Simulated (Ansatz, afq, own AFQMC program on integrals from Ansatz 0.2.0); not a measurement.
## BO, quartet: a scan with AFQMC

```yaml
atoms:
  - { symbol: B, position_ang: [0.0000, 0.0000, 0.0000] }
  - { symbol: O, position_ang: [0.0000, 0.0000, 1.5320] }
```

The B1–O2 distance is changed with both sides rigid. Energies in eV count from this geometry (1.532 Å) at the same level; the start stands on UHF, each point on the determinant named.

Basis 6-31G. Only valence electrons are correlated. Ansatz 0.2.0 and our own AFQMC program on the same integrals; the CISD trial comes from CCSD amplitudes, and released means the phaseless constraint is let go. Uncertainties: one standard error, sampling alone.

Cautions, each for one point or more: cluster runs in doubt by the program's own checks; lower spins were not checked; strong correlation; the determinant fills πx and πy unequally, so it mixes two states of the linear molecule, and each level undoes that mixture to a different degree, while full CI gives the lower state; unrestricted determinant spin contaminated.

| r(B1–O2) / Å | det. | T1 | weight | ⟨S²⟩ | CCSD(T) | ph-AFQMC/CISD | FCI | CCSDT(Q) | CCSD | B3LYP |
| --- | --- | --- | --- | --- | --- | --- | --- | --- | --- | --- |
| 1.890 | UHF | 0.051 | 0.86 | 3.87 | 1.078 | 1.081 ± 0.005 | 1.112 | 1.114 | 1.020 | 1.067 |
| 2.575 | UHF | 0.015 | 0.92 | 3.78 | 1.735 | 1.762 ± 0.005 | 1.954 | 1.974 | 1.618 | 2.018 |
| 3.857 | UHF† | 0.005 | 0.93 | 3.75 | 1.700 | 1.726 ± 0.005 | 1.939 | 1.952 | 1.577 | 2.125 |

Weight is that of the determinant in the CISD state; at the start T1 is 0.028 and the weight 0.90, and ⟨S²⟩ is 3.75. A dagger marks points whose determinant fills other symmetries than the start's, so the wave-function levels may follow another state there, or a degenerate partner. Largest departures from full CI: CCSD(T) -0.239 eV at 3.857 (on UHF), ph-AFQMC/CISD -0.213 eV at 3.857 (on UHF), CCSDT(Q) 0.021 eV at 2.575 (on UHF), CCSD -0.362 eV at 3.857 (on UHF), B3LYP 0.064 eV at 2.575. Functionals count only at points shown to share the start's state and spin. In this small basis the wave-function levels are far from their limit, so their gap to the functionals isn't the functionals' error. In total energy ph-AFQMC/CISD lies 222 ± 5 meV above full CI at the start, so its agreement along the curve rests in part on cancellation.

Some points may be missing: those where a free walk finds a much lower state, and past Zn most of those on another determinant than at the start.

CCSDT and higher add their correlation energy to the determinant of the CCSD(T) run, since their own runs factorise the integrals more tightly (a shift of under 2 meV).
